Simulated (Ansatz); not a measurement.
**doublet CS(-): levels of theory in one basis**

```yaml
atoms:
  - { symbol: C, position_ang: [0.0000, 0.0000, -0.8201] }
  - { symbol: S, position_ang: [0.0000, 0.0000, 0.8201] }
```

Basis set: def2-SVP (spherical functions). Frozen core: 6 orbitals. Correlation on ROHF uses semicanonical orbitals with singles. Charge -1, multiplicity 2.

Computed with Ansatz (development build ahead of 0.2.0); each method stands on the lowest determinant of its kind that the runs found.

```csv
method,E − E(ROHF) (eV),<S²> of the determinant
ROHF,0.00,0.75
UHF,-0.14,0.77
ROHF-MP2,-6.23,–
UHF-MP2,-6.19,0.77
ROHF-CCSD(T),-7.12,–
UHF-CCSD(T),-7.12,0.77
```

**Question.** Is a single determinant a sound starting point here?

**Answer.** By this sign, yes. Unrestricted orbitals gain 0.14 eV and <S²> is 0.77 against 0.75 for a pure state.

Caution: no diffuse functions for an anion.
